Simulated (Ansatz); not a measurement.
A nudged elastic band was laid between two geometries of H5NSi (7 atoms, charge 0, multiplicity 1).

These are results of RKS BHLYP/def2-SVPD in Ansatz, not measurements.

```json
{"movable images": "7", "climbing image": "yes", "spring": "5.0 eV/Å²", "optimiser": "quadratic models (default)", "start path": "through a guess of the saddle point", "force threshold": "0.03 eV/Å", "iteration limit": "60", "end points": "relaxed"}
```

First end point:

```xyz
7
Properties=species:S:1:pos:R:3
Si 0.371 0.003 0.115
N 0.818 -0.120 1.781
H 0.145 -0.343 2.492
H 1.592 0.396 2.156
H 1.613 -0.009 -0.690
H -0.385 1.231 -0.244
H -0.481 -1.159 -0.224
```

Last end point:

```xyz
7
Properties=species:S:1:pos:R:3
Si 0.160 0.415 -0.492
N 1.111 -0.094 1.265
H 0.463 -0.461 1.949
H 1.567 0.715 1.662
H 1.820 -0.793 1.091
H -0.885 1.140 0.342
H -0.563 -0.922 -0.431
```

Which bonds break or form, and what moves?

Bonds broken: Si1–H5. Bonds formed: N2–H5.

Give the energies along the band, and the barrier.

It converged. The highest image is number 4 of 0 to 8, 3.40 eV above the first end and 1.81 eV above the last; the last end lies 1.59 eV above the first. Neighbouring images differ by up to 1.7 eV, so the band resolves the path poorly. A vibrational analysis at the climbing image gives one clearly imaginary mode, 1785i cm⁻¹: a first-order saddle point. The orbitals stay closed-shell, which can raise the energy where a bond breaks towards radicals; this wasn't checked here.

| image | path coordinate (Å) | energy (eV) | Si1–H5 (Å) | N2–H5 (Å) |
| --- | --- | --- | --- | --- |
| 0 | 0.00 | 0.00 | 1.48 | 2.60 |
| 1 | 0.53 | 0.01 | 1.48 | 2.65 |
| 2 | 1.06 | 0.20 | 1.48 | 2.46 |
| 3 | 1.59 | 1.66 | 1.48 | 1.93 |
| 4 | 2.11 | 3.40 | 1.61 | 1.37 |
| 5 | 2.55 | 2.30 | 1.96 | 1.04 |
| 6 | 2.99 | 1.72 | 2.38 | 1.01 |
| 7 | 3.43 | 1.60 | 2.59 | 1.01 |
| 8 | 3.86 | 1.59 | 2.59 | 1.01 |

What is the geometry of the highest image?


```xyz
7
Properties=species:S:1:pos:R:3:forces:R:3
Si 0.267 0.082 -0.233 0.00 0.00 0.00
N 0.967 -0.074 1.538 0.00 0.00 0.00
H 0.595 -0.693 2.244 0.00 0.00 0.00
H 1.428 0.724 1.943 0.00 0.00 0.00
H 1.677 -0.358 0.405 0.01 0.00 0.00
H -0.532 1.341 -0.299 0.00 0.00 0.00
H -0.728 -1.022 -0.213 0.00 0.00 0.00
```

Time of the run: 97 s on 2 threads of Arm Neoverse V1 (shared host), peak memory 0.14 GiB.
